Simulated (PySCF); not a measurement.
Gas-phase reaction: 3 SO + O₃ ⇌ 3 SO₂

Method: PySCF energies plus ideal-gas RRHO corrections (1 bar). 'Table' is the NASA 1993 thermochemical table (part measured, part estimated). After a fit of one offset per element over all species, the range-separated, M06-2X, PBE0/def2-QZVP and CCSD(T)/def2-TZVPP enthalpies, where run, lie to one side of the table for O₃ (+19 kJ/mol): a fault of the table's entry, another state or a shared error of the levels is possible; this was not checked at source. † marks an energy on the PBE0/def2-TZVP geometry and frequencies. MP2 freezes the core. Open shells (unrestricted): SO (multiplicity 3); the rest are closed-shell singlets. B3LYP is the form with VWN-RPA correlation. MP2 isn't extrapolated to the basis-set limit; its ΔH°(298 K) is -798.9 kJ in def2-SVP and -1072.4 kJ in def2-TZVPP. The harmonic model lacks anharmonicity and excited electronic states, which grow with temperature; levels with a mode under 35 cm⁻¹ are left out. Strong static correlation: O₃. The table's entry may be an old estimate for SO (not checked at source).

log10 K (1 bar standard state):

```csv
T (K),table,B3LYP/def2-TZVP†,BLYP/def2-TZVP†,HF/def2-TZVP†,MP2/def2-SVP†,MP2/def2-TZVPP†
600,82.7,74.7,71.5,66.5,61.2,85.0
800,59.9,53.9,51.5,47.8,43.8,61.6
1000,46.2,41.4,39.5,36.5,33.3,47.6
2000,18.7,16.4,15.5,14.0,12.4,19.5
2500,13.2,11.5,10.7,9.5,8.2,13.9
```
Ten kJ in ΔG° is worth 0.87 decades in K at 600 K and 0.21 at 2500 K.
